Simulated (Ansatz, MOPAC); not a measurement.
Reaction (SMILES): [SeH]CC(C)C [2-methylpropane-1-selenol] + 4 [H][H] (H2) → 4 C (CH4) + [SeH2] (H2Se)

Wanted: energy of full hydrogenation (enthalpy at 298 K), in kcal/mol. Set-up: no spin-orbit coupling; valence correlation only (noble-gas shells and the d and f shells of earlier blocks); non-relativistic; PM7 with its own dispersion and hydrogen-bond terms; no dispersion term unless named; 6-31G* and kin with 6d, 5d where marked. First-principles rows: single points at B3LYP-D3(BJ) geometries (Ansatz, a program for electronic structure), with unscaled harmonic terms from B3LYP/6-31G* (LANL2DZ past Ar) (Ansatz) at its own minima. Semi-empirical rows: MOPAC heats of formation at their own minima for 298 K.

```csv
species,coefficient,"E at MP2/6-31G* (Ansatz), Eh","E at B3LYP/def2-TZVPD (Ansatz), Eh","H(298 K) - E, kcal/mol","heat of formation at PM7 (MOPAC), kcal/mol"
CC(C)C[SeH],-1,-2557.47078,-2560.10223,87.09,-26.54
[H][H] (H2),-4,-1.14411,-1.17969,8.44,-32.01
C (CH4),+4,-40.33255,-40.53767,30.76,-14.40
[SeH2] (H2Se),+1,-2400.80645,-2402.79018,10.47,-7.47
```

 1 Eh = 627.5095 kcal/mol.

Task: Work the quantity out at each level.

Result: 
- MP2/6-31G*: the sum of coefficient times E is -0.08943 Eh, or -56.12 kcal/mol; the thermal terms add 12.66. Result: -43.5 kcal/mol.
- B3LYP/def2-TZVPD: the sum of coefficient times E is -0.11987 Eh, or -75.22 kcal/mol; the thermal terms add 12.66. Result: -62.6 kcal/mol.
- PM7: the sum of coefficient times heat of formation is 89.51 kcal/mol; it needs no thermal term.
